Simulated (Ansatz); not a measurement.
## Other spins and charges of H₂Si–Al, doublet at one geometry

Geometry (PBE0/def2-TZVP stationary point for this spin, not checked as a minimum):

```yaml
atoms:
  - { symbol: Si, position_ang: [-0.0563, 0.0000, 1.1568] }
  - { symbol: Al, position_ang: [0.0305, 0.0000, -1.3507] }
  - { symbol: H, position_ang: [0.3768, -1.1894, 1.9627] }
  - { symbol: H, position_ang: [0.3768, 1.1894, 1.9627] }
```

Basis cc-pVDZ; Ansatz 0.2.0. Only valence electrons are correlated (noble-gas cores frozen). Prefix R: restricted or restricted open-shell reference; prefix U: unrestricted. Active spaces: valence = (9e, 10o) chosen from the atoms' valence shells.

Gaps are energies of the second state less the first, at fixed atoms, for a selection of the levels run; each method lands on the state that its own search finds for that charge and spin.

Unrestricted rows (U, and Kohn–Sham where it breaks symmetry) aren't spin-pure: their determinants' ⟨S²⟩ exceeds S(S+1) by up to 0.75, so they mix in states of higher spin, at the starting point too. For open shells CISD is restricted-active-space CI with the open shells as a complete middle space. A value is left out where its run failed or describes another state than the reference as far as symmetry and spin tell, or, spin-broken singlets apart, can't be checked.

Problem. PBE gives 7.801 eV for removing an electron, to the triplet. Estimate what RCCSDTQ gives in cc-pVDZ.

Solution. RCCSDTQ in cc-pVDZ gives 7.765 eV, so against it PBE is off by 0.036 eV, of which a good part can be the reference's own basis and frozen-core error.

```
                 level  gap (eV)  error (meV)  ⟨S²⟩ where 0.1 over S(S+1) (first / second)
                   UHF     6.967         -798                                     0.98 / –
                  UMP2     7.503         -262                                     0.98 / –
                  CISD     7.575         -190                                        – / –
                 RCCSD     7.745          -20                                        – / –
NEVPT2 (valence space)     7.540         -225                                        – / –
MRCISD (valence space)     7.660         -105                                        – / –
                  PBE0     7.825           60                                        – / –
                 B3LYP     7.907          142                                        – / –
                B2PLYP     7.764           -1                                        – / –
               RPA-PBE     7.941          176                                        – / –
```

Removing an electron, to the singlet: 7.225 eV at RCCSDTQ.

```
                   level  gap (eV)  error (meV)  ⟨S²⟩ where 0.1 over S(S+1) (first / second)
                     RHF     6.835         -390                                        – / –
                     UHF     6.721         -504                                  0.98 / 0.75
                    RMP2     7.220           -5                                        – / –
                    UMP2     7.226            1                                  0.98 / 0.75
                    CISD     7.147          -78                                        – / –
                   RCCSD     7.198          -27                                        – / –
                   UCCSD     7.249           24                                  0.98 / 0.75
                RCCSD(T)     7.218           -7                                        – / –
                UCCSD(T)     7.256           31                                  0.98 / 0.75
                 BCCD(T)     7.219           -6                                        – / –
                  RCCSDT     7.224           -1                                        – / –
                  UCCSDT     7.230            5                                  0.98 / 0.75
               RCCSDT(Q)     7.225            0                                        – / –
               UCCSDT(Q)     7.227            2                                  0.98 / 0.75
  CASSCF (valence space)     6.483         -742                                        – / –
  NEVPT2 (valence space)     7.036         -189                                        – / –
  MRCISD (valence space)     7.123         -102                                        – / –
MRCISD+Q (valence space)     7.206          -19                                        – / –
                     PBE     7.452          227                                     – / 0.38
                  r2SCAN     7.520          295                                     – / 0.64
                    PBE0     7.478          253                                     – / 0.47
                   B3LYP     7.403          178                                     – / 0.26
                 wB97M-V     7.226            1                                        – / –
                  B2PLYP     7.300           75                                     – / 0.47
                 RPA-PBE     7.401          176                                     – / 0.38
```

Quartet less doublet: 1.589 eV at RCCSDTQ.

```json
{"level": "RHF", "gap (eV)": "0.973", "error (meV)": "-616", "⟨S²⟩ where 0.1 over S(S+1) (first / second)": "– / –"}
{"level": "RMP2", "gap (eV)": "1.429", "error (meV)": "-160", "⟨S²⟩ where 0.1 over S(S+1) (first / second)": "– / –"}
{"level": "UCCSD", "gap (eV)": "1.586", "error (meV)": "-3", "⟨S²⟩ where 0.1 over S(S+1) (first / second)": "0.98 / –"}
{"level": "UCCSD(T)", "gap (eV)": "1.590", "error (meV)": "1", "⟨S²⟩ where 0.1 over S(S+1) (first / second)": "0.98 / –"}
{"level": "RCCSDT", "gap (eV)": "1.589", "error (meV)": "0", "⟨S²⟩ where 0.1 over S(S+1) (first / second)": "– / –"}
{"level": "UCCSDT(Q)", "gap (eV)": "1.589", "error (meV)": "0", "⟨S²⟩ where 0.1 over S(S+1) (first / second)": "0.98 / –"}
{"level": "MRCISD+Q (valence space)", "gap (eV)": "1.589", "error (meV)": "0", "⟨S²⟩ where 0.1 over S(S+1) (first / second)": "– / –"}
{"level": "r2SCAN", "gap (eV)": "1.340", "error (meV)": "-249", "⟨S²⟩ where 0.1 over S(S+1) (first / second)": "– / –"}
{"level": "PBE0", "gap (eV)": "1.502", "error (meV)": "-87", "⟨S²⟩ where 0.1 over S(S+1) (first / second)": "– / –"}
{"level": "wB97M-V", "gap (eV)": "1.892", "error (meV)": "303", "⟨S²⟩ where 0.1 over S(S+1) (first / second)": "– / –"}
```

In so small a basis the reference is far from its limit while semilocal and hybrid functionals are nearer theirs (RPA and double hybrids share part of the reference's basis error), so the functionals' errors here hold much of the reference's basis and frozen-core error, which can add to them or hide them.

Full CI isn't at hand for all of this; RCCSDTQ serves as the reference, and is uncertain by the last step of the cluster series or more. The frozen core follows each run's orbitals, which can shift R against U totals by a few meV.
